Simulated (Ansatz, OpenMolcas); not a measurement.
## Ansatz → OpenMolcas

Ansatz 0.2.0 runs this on BF (SMILES [B]F):

input.yaml:
```yaml
crystal:
  periodic: [false, false, false]
  atoms:
    - {symbol: B, position_ang: [0.000000, 0.000000, -1.866610]}
    - {symbol: F, position_ang: [0.000000, 0.000000, 1.244390]}
basis:
  gaussian:
    orbitals: STO-3G
accuracy: high
hamiltonian:
  xc: {name: B3LYP}
magnetization:
  spin_polarized: true
```

```bash
$ ansatz run input.yaml --threads 1 --pin off --max-ram 2610MiB --events-out events.jsonl --progress --plain --runs-dir runs
```

The F2–B1 distance was set to 3.111 Å, away from the relaxed value.

The reference is spin-contaminated (⟨S²⟩ = 0.92).

It gives a total energy of -122.556473 Eh.

Q: Translate the job to OpenMolcas 26.06 as an input file of the program's own.

A: For example:

job.input:
```
* BF Kohn-Sham DFT
&GATEWAY
BasLib=$CurrDir
BasisSet
B.STO-3G....
B1 0.000000 0.000000 -1.866610 angstrom
End of Basis
BasisSet
F.STO-3G....
F2 0.000000 0.000000 1.244390 angstrom
End of Basis
&SEWARD
GridInput
Grid=UltraFine
End of Grid
&SCF
UHF
KSDFT=B3LYP
Thresholds=1e-10 1e-07 1e-07 1e-05
Scramble=0.25
PrOrbitals=1 1
```

```bash
$ export MOLCAS_MEM=1860
$ pymolcas job.input > job.log
```

(Basis files named in the input come from the Basis Set Exchange and aren't shown.)

Its energy is -122.556473 Eh, 0.000 mEh from the first.
